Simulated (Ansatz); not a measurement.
**Molecular dynamics of C2H2F2O**

input.yaml

```yaml
crystal:
  periodic: [false, false, false]
  atoms:
    - { symbol: O, position_ang: [-1.356233, 0.319911, 0.475314] }
    - { symbol: C, position_ang: [-0.006194, 0.327934, 0.28015] }
    - { symbol: C, position_ang: [0.59445, -0.646734, -0.394289] }
    - { symbol: F, position_ang: [-0.014269, -1.654176, -0.983774] }
    - { symbol: F, position_ang: [1.906811, -0.737637, -0.520075] }
    - { symbol: H, position_ang: [-1.67937, 1.221678, 0.358793] }
    - { symbol: H, position_ang: [0.616004, 1.101025, 0.738282] }
basis:
  gaussian: { orbitals: cc-pVDZ }
hamiltonian:
  xc: pbe0
  dispersion: d4
md:
  timestep: 1.0
  n_steps: 150
  ensemble: nvt_nose_hoover
  temperature: 300.0
  initial_velocities: maxwell_boltzmann
  seed: 31120
  nose_hoover: { tau: 300.0, chain_length: 5 }
scf:
  lower_state_search: "off"
```

Run as:

```bash
$ ansatz run input.yaml --threads 1 --pin off --max-ram 2048MiB --backend cpu --events-out ev --progress --plain --runs-dir out
```

It starts from a relaxed structure.

Output, in part (step lines, the closing report, with atoms numbered from 0):

```
md step     0: t =     0.00 fs  T =   300.0 K  F+E_penalty+E_count = -9576.74669279 eV  E_kin = 0.193890 eV  conserved = -9576.55280280 eV  (15 SCF iters)
[... lines left out ...]
Total energy: -9576.66181086 eV, -351.9358302545 hartree
Atom 0 at    -1.343558     0.318343     0.509393 Å, force    -1.266276    -0.116829    -0.166105 eV/Å
Atom 1 at    -0.023703     0.355703     0.245948 Å, force     0.717675     0.283429     0.250650 eV/Å
Atom 2 at     0.585299    -0.647590    -0.402115 Å, force     0.714551     0.654981     0.238577 eV/Å
Atom 3 at    -0.010373    -1.651331    -1.001619 Å, force    -0.142117    -0.084408     0.090610 eV/Å
Atom 4 at     1.918773    -0.759352    -0.504005 Å, force    -0.820871     0.202625     0.035295 eV/Å
Atom 5 at    -1.761396     1.186098     0.367889 Å, force     0.430874    -0.332860    -0.013696 eV/Å
Atom 6 at     0.515645     1.196470     0.722544 Å, force     0.366164    -0.606939    -0.435331 eV/Å
Dipole moment:    -0.156099     0.502057     0.066798 e Å
```

The steps, from the saved trajectory:

```csv
time (fs),T (K),potential energy less start (eV),conserved less start (meV/atom)
0.0,300,0.000,0.00
5.0,89,0.139,0.30
10.0,162,0.090,0.18
15.0,194,0.070,0.15
20.0,46,0.167,0.30
25.0,190,0.072,0.08
30.0,131,0.111,0.14
35.0,109,0.125,0.18
40.0,202,0.065,0.10
45.0,128,0.114,0.21
50.0,147,0.101,0.18
55.0,222,0.053,0.10
60.0,160,0.094,0.16
65.0,136,0.110,0.20
70.0,206,0.064,0.10
75.0,80,0.147,0.24
80.0,138,0.109,0.15
85.0,180,0.082,0.09
90.0,76,0.151,0.27
95.0,223,0.055,0.09
100.0,146,0.107,0.24
105.0,143,0.109,0.21
110.0,237,0.048,0.11
115.0,127,0.121,0.23
120.0,152,0.105,0.19
125.0,186,0.084,0.17
130.0,90,0.147,0.26
135.0,139,0.116,0.21
140.0,170,0.097,0.17
145.0,112,0.135,0.26
150.0,190,0.085,0.19
```

The run went to its last step. The conserved energy stayed within 0.35 meV per atom of its start (net change 0.19 meV per atom), so the integration is sound. The mean temperature of the second half is 50 % below the set value. A run of 0.15 ps of so small a system gives no equilibrium averages.

The same pairs are bonded in the first frame and the last. Pairs count as bonded within 1.25 times the sum of covalent radii (0.12 Å more for H–H).

Last frame:

```xyz
7
Properties=species:S:1:pos:R:3
O -1.344 0.318 0.509
C -0.024 0.356 0.246
C 0.585 -0.648 -0.402
F -0.010 -1.651 -1.002
F 1.919 -0.759 -0.504
H -1.761 1.186 0.368
H 0.516 1.196 0.723
```

The run took 4.5 min on 1 CPU thread of a shared host.
